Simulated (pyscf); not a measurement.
Single points on ωB97X-D3(BJ)/def2-SVP structures (PySCF, gas phase). MP2 and CC: frozen core, UHF for open shells. ΔMP2 is the change of the MP2 total energy from the triple- to the quadruple-zeta basis.

Q: What is the homolytic dissociation enthalpy (298 K, CCSD(T)/def2-TZVPP + ΔMP2(QZVPP)) of the H–Se bond of H₂Se, to SeH• + H•?

A: H–Se to SeH• + H•: 82.0 kcal/mol. The CCSD(T) − MP2 part came from Ansatz, without density fitting, on the same reference. The frozen core leaves the outer d or s,p core shells of the metals and heavy elements correlated in the MP2 and CC values, and def2-TZVPP describes them poorly, which can shift differences by a few kcal/mol. Left out: the spin-orbit lowering of SeH, which is large for Br, Se, Te and I. Elements up to Kr have no core potential and no relativistic terms here.
